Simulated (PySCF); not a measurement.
Species: PF3.
Structure used (PBE0-D3(BJ)/def2-SVP), in Å, numbered top down from 1:
```xyz
4
PF3 angstrom
F     -0.8266   -1.0649   -0.3780
P      0.0177   -0.1071    0.5791
F      1.3789   -0.1382   -0.2532
F     -0.5321    1.2822    0.0171
```

The closed-shell ground state was solved at several levels (PySCF, density fitting, gas phase, non-relativistic).

| level | basis functions | HOMO (eV) | LUMO (eV) | gap (eV) | dipole (D) |
| --- | --- | --- | --- | --- | --- |
| CAM-B3LYP/pcSseg-2 | 151 | -10.95 | 0.53 | 11.48 | 1.43 |
| PBE0/6-31G | 40 | -9.72 | -0.47 | 9.25 | 1.96 |
| PBE0/6-311+G(2d,p) | 116 | -9.54 | -0.72 | 8.82 | 1.29 |
| B97-2/pcSseg-2 | 151 | -9.21 | -0.55 | 8.66 | 1.31 |
| PBE0/def2-TZVP | 130 | -9.36 | -0.40 | 8.96 | 1.19 |
| PBE0/6-31G* | 60 | -9.06 | 0.12 | 9.18 | 1.16 |

Task: Estimate the row for BHandHLYP/pcSseg-2, a basis of 151 functions; the other rows only guide the guess.

Result: HOMO -10.88 eV, LUMO 0.41 eV, gap 11.29 eV, dipole 1.52 D.

Task: Over all these levels, which gives the widest orbital gap and which the narrowest?

Result: CAM-B3LYP/pcSseg-2 (range-separated hybrid) has the widest, 11.48 eV, and B97-2/pcSseg-2 (global hybrid, 21 % exact exchange) the narrowest, 8.66 eV. The two share the basis. From the narrowest to the widest the HOMO moves by -1.74 eV and the LUMO by +1.08 eV.

Task: How much does the basis alone move the frontier levels among the 4 PBE0 rows?

Result: The HOMO by 0.66 eV and the LUMO by 0.84 eV. By rising basis size (HOMO, LUMO in eV): 6-31G -9.72, -0.47; 6-31G* -9.06, 0.12; 6-311+G(2d,p) -9.54, -0.72; def2-TZVP -9.36, -0.40.

Task: How far do the dipole and the HOMO energy spread over the levels?

Result: The dipole runs from 1.16 to 1.96 D (mean 1.41 D) and the HOMO from -10.95 to -9.06 eV.
